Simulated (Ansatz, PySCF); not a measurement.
Reaction: CH2O (formaldehyde, SMILES C=O) → CH2O+ (parent SMILES C=O, doublet) + e-
Each species at its own B3LYP-D3(BJ)/def2-TZVP minimum (Ansatz, an electronic-structure program).

Quantity: adiabatic ionisation energy (0 K, zero-point energies from PySCF's Hessians at B3LYP-D3(BJ)/def2-TZVP), in eV. UHF or UKS for unpaired electrons; spin-orbit terms are left out. CBS(X,Y): correlation extrapolated as X^-3, Hartree-Fock from the larger set (Q,5: extrapolated as (X+1)exp(-9√X)). A bracket is a step between two methods taken in the basis named. The functionals are non-relativistic, so their misses hold any scalar relativity. Double hybrids freeze cores in their MP2 part. '+ core + X2C': CCSD(T) terms for core correlation (cc-pwCVTZ) and scalar relativity (cc-pVTZ-DK). The UHF reference of CH2O+ (parent SMILES C=O, doublet) is spin-contaminated (<S^2> up to 0.04 over the pure value in the sets run).

Measured: 10.88 eV (CCCBDB table in ASE).

Task: How far off this value is PBE/def2-TZVPD (Ansatz), in which direction, and how far these levels: r2SCAN/def2-TZVPD, B3LYP/def2-TZVPD, PBE0/def2-TZVPD, wB97M-V/def2-TZVPD, B2PLYP/def2-TZVPD, CCSD(T)/CBS(cc-pVQZ,cc-pV5Z) + core + X2C?

Result: PBE gives 10.65 eV, 0.23 eV below it. Errors of the others: r2SCAN/def2-TZVPD (Ansatz) -0.30; B3LYP/def2-TZVPD (Ansatz) -0.09; PBE0/def2-TZVPD (Ansatz) -0.21; wB97M-V/def2-TZVPD (Ansatz) -0.13; B2PLYP/def2-TZVPD (Ansatz) -0.08; CCSD(T)/CBS(cc-pVQZ,cc-pV5Z) + core + X2C (Ansatz) 0.04; CCSD(T)/CBS(cc-pVQZ,cc-pV5Z) + [CCSDT(Q) - CCSD(T)]/cc-pVTZ + [CCSDTQ - CCSDT(Q)]/cc-pVDZ + core + X2C (Ansatz) 0.02 eV.
